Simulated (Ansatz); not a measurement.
in.yaml

```yaml
crystal:
  periodic: [false, false, false]
  atoms:
    - {symbol: F, position_ang: [0.000000, 0.000000, 0.000000]}
    - {symbol: P, position_ang: [0.000000, 0.000000, 1.593400]}
basis:
  gaussian: {orbitals: 6-31G}
magnetization: {spin_polarized: false, initial_magnetization: 4}
correlation: {method: ccsdtq, electrons: outside_noble_gas}
```

```sh
$ ansatz run in.yaml --threads 1 --pin off --events-out ev --progress --plain --max-ram 2393MiB
```

The program prints:

```
393 factors; integrals over basis functions are off by at most 4.0e-8 eV
mean field evaluation 1: about -11966.3046 eV, gradient 1.5e1 eV
mean field evaluation 2: about -11966.6693 eV, gradient 1.5e1 eV
mean field evaluation 4: about -11967.9855 eV, gradient 3.2e0 eV
mean field evaluation 8: about -11968.0257 eV, gradient 5.7e-2 eV
mean field evaluation 16: about -11966.3046 eV, gradient 1.5e1 eV
mean field evaluation 32: about -11966.7577 eV, gradient 1.0e-6 eV
mean field evaluation 64: about -11965.4092 eV, gradient 1.9e1 eV
mean field evaluation 96: about -11968.0090 eV, gradient 5.3e-1 eV
mean field evaluation 128: about -11961.1363 eV, gradient 2.0e-2 eV
mean field evaluation 160: about -11956.6943 eV, gradient 3.3e-1 eV
mean field -11968.02578207 eV, -439.8168352719 hartree, gradient 3.2e-6 eV, S^2 6.000000; 3 other end points of the search recorded, 0 dependent functions left out
mean field evaluation 192: about -11966.8066 eV, gradient 3.5e-4 eV
determinant -11968.02578207 eV, -439.8168352719 hartree, with singles and doubles -11972.00123660 eV, -439.9629305312 hartree
determinant -11966.75767037 eV, -439.7702330262 hartree, with singles and doubles -11969.71957380 eV, -439.8790809699 hartree
6 core orbitals not correlated: weight in the atoms' cores, before any rotation towards them, 1.000 or more for the frozen orbitals, at most 0.000 for the correlated occupied ones
reference -11968.02578207 eV, -439.8168352719 hartree; 8, 4 occupied and 8, 12 virtual orbitals, 393 factors
second order -3.79262651 eV of doubles, -0.09953998 eV of singles
cycle   1  -3.79516307 eV  change    9.9e-2 eV  update   6.6e-2
cycle   2  -3.96216891 eV  change   -1.7e-1 eV  update   3.0e-2
cycle   3  -4.04401007 eV  change   -8.2e-2 eV  update   1.9e-2
cycle   4  -4.04321523 eV  change    7.9e-4 eV  update   6.6e-3
cycle   5  -4.04056153 eV  change    2.7e-3 eV  update   3.7e-3
cycle   6  -4.04262509 eV  change   -2.1e-3 eV  update   1.9e-3
cycle   7  -4.04237511 eV  change    2.5e-4 eV  update   1.1e-3
cycle   8  -4.04214081 eV  change    2.3e-4 eV  update   4.7e-4
cycle   9  -4.04218889 eV  change   -4.8e-5 eV  update   1.2e-4
cycle  10  -4.04219897 eV  change   -1.0e-5 eV  update   1.2e-4
cycle  11  -4.04216868 eV  change    3.0e-5 eV  update   5.9e-5
cycle  12  -4.04216179 eV  change    6.9e-6 eV  update   1.5e-5
cycle  13  -4.04216218 eV  change   -3.9e-7 eV  update   6.4e-6
cycle  14  -4.04216170 eV  change    4.8e-7 eV  update   2.7e-6
cycle  15  -4.04216209 eV  change   -3.9e-7 eV  update   9.7e-7
Total energy: -11972.06794416 eV, -439.9653819889 hartree
```

For the same geometry and basis full CI lies 0.2 meV lower.

Ran on 1 thread of Arm Neoverse V2, shared host: 38 s wall, 0.59 GiB peak host memory.
